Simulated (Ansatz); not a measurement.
Geometry optimisation, Ansatz, RKS PBE-D4/def2-SVP.

Input file:

```yaml
crystal:
  periodic: [false, false, false]
  atoms:
    - { symbol: Si, position_ang: [-0.817306, 0.248092, -0.470347] }
    - { symbol: H, position_ang: [1.317211, -1.42057, -0.793735] }
    - { symbol: H, position_ang: [-1.121162, -1.107078, -1.041076] }
    - { symbol: H, position_ang: [-2.105664, 1.018353, -0.371507] }
    - { symbol: C, position_ang: [0.056119, 0.231529, 1.2002] }
    - { symbol: H, position_ang: [1.590745, -0.949273, -1.241921] }
    - { symbol: Cl, position_ang: [0.350632, 1.275254, -1.909063] }
    - { symbol: H, position_ang: [0.340231, -0.795374, 1.486956] }
    - { symbol: H, position_ang: [-0.589322, 0.657629, 1.98994] }
    - { symbol: H, position_ang: [0.978516, 0.841538, 1.150653] }
basis:
  gaussian: { orbitals: def2-SVP }
hamiltonian:
  xc: pbe
  dispersion: d4
relax:
  f_tol: 0.03
  max_steps: 50
```

Launched with:

```bash
$ ansatz run input.yaml --threads 2 --pin off --max-ram 3072MiB --backend cpu --events-out ev --progress --plain --runs-dir out
```

Q: Where does it end, and by what steps?

A: The run converged. After 9 steps the energy has fallen by 0.253 eV; H2 moved furthest, 1.02 Å.

```json
{"step": "0", "energy less start (eV)": "0.0000", "largest force component (eV/Å)": "1.907", "accepted": "yes"}
{"step": "1", "energy less start (eV)": "-0.1391", "largest force component (eV/Å)": "0.146", "accepted": "yes"}
{"step": "2", "energy less start (eV)": "-0.1675", "largest force component (eV/Å)": "0.160", "accepted": "yes"}
{"step": "3", "energy less start (eV)": "-0.1845", "largest force component (eV/Å)": "0.068", "accepted": "yes"}
{"step": "4", "energy less start (eV)": "-0.1869", "largest force component (eV/Å)": "0.602", "accepted": "yes"}
{"step": "5", "energy less start (eV)": "-0.2240", "largest force component (eV/Å)": "0.147", "accepted": "yes"}
{"step": "6", "energy less start (eV)": "-0.2467", "largest force component (eV/Å)": "0.069", "accepted": "yes"}
{"step": "7", "energy less start (eV)": "-0.2512", "largest force component (eV/Å)": "0.067", "accepted": "yes"}
{"step": "8", "energy less start (eV)": "-0.2509", "largest force component (eV/Å)": "0.135", "accepted": "no"}
{"step": "9", "energy less start (eV)": "-0.2527", "largest force component (eV/Å)": "0.012", "accepted": "yes"}
```

```xyz
10
Properties=species:S:1:pos:R:3
Si -1.008 0.455 -0.413
H 2.153 -1.977 -0.981
H -1.631 -0.856 -0.801
H -2.077 1.507 -0.320
C -0.045 0.318 1.191
H 1.865 -1.335 -1.291
Cl 0.290 1.019 -1.957
H 0.729 -0.472 1.117
H -0.730 0.062 2.026
H 0.455 1.278 1.430
```

The run took 14 s on 2 threads of Arm Neoverse V1, with other jobs on the host, peak memory 0.12 GiB.
